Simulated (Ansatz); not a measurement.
System: hcp Zr. Method: PBE-D3(BJ) (Ansatz, a quantum-chemistry and plane-wave program, PAW).

Numerical settings: plane-wave cutoff 520 eV, 18×18×12 k mesh (along the axes of the cell as run), Fermi–Dirac smearing 0.05 eV, scalar-relativistic PAW data made under PBE.

Energies at three volumes about the minimum:

```csv
V (Å³/atom),E − E_lowest (meV/atom)
21.998,2.82
22.447,0.00
22.896,2.66
```

Question: Fit a parabola by hand: where is the minimum, and what is the bulk modulus?

Answer: Slopes: (0.00 − 2.82)/(22.447 − 21.998) = -6.281 and (2.66 − 0.00)/(22.896 − 22.447) = 5.924 meV/Å³. Curvature E″ = 2 × (5.924 − (-6.281))/(22.896 − 21.998) = 27.183 meV/Å⁶. From the middle of the first interval, the slope vanishes at V0 = 22.2225 − (-6.281)/27.183 = 22.454 Å³/atom. B = V0 E″ = 22.454 × 27.183 meV/Å³ × 0.1602 GPa per meV/Å³ = 97.8 GPa. The full Birch–Murnaghan fit to all volumes gives V0 = 22.447 Å³/atom and B0 = 97.7 GPa.

Shape and atoms are relaxed at each volume.

Measured, for comparison: bulk modulus 95.9 GPa (zero-point energy and finite temperature contributions removed, our sources range from 84.3 to 95.9; as tabulated in doi:10.1021/acs.jctc.3c00612). Computed (rounded) less measured: bulk modulus not scored (sources differ).

Note: the bulk modulus comes from volumes at which shape and atoms were relaxed.
